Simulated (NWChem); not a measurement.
# Correlation energy of acetylene (C2H2)

SMILES: C#C
```xyz
4

C      0.0000     0.0000    -0.6043
C      0.0000     0.0000     0.6043
H      0.0000     0.0000    -1.6792
H      0.0000     0.0000     1.6792
```
Charge 0, spin multiplicity 1.

All runs are NWChem calculations. All single points use one geometry, from PBE0/def2-SVP, a minimum by its harmonic frequencies.

Basis set: def2-SVP. Each correlation energy counts from its own Hartree-Fock reference.

| method | correlation energy (mHa) | difference from CCSD(T) |
|---|---|---|
| MP2 | -257.1 | +27.9 |
| SCS-MP2 | -255.4 | +29.5 |
| CCSD | -273.7 | +11.3 |
| CCSD+T(CCSD) | -285.6 | -0.6 |
| CCSD(T) | -285.0 | 0.0 |
| CR-CCSD[T] | -283.3 | +1.7 |
| CR-CCSD(T) | -282.8 | +2.1 |

The values span 30.1 mHa, from CCSD+T(CCSD) (lowest) to SCS-MP2 (highest). 

The correlated methods keep 2 core orbitals frozen. No row is a measurement; the coupled-cluster row has its own basis-set and correlation limits.
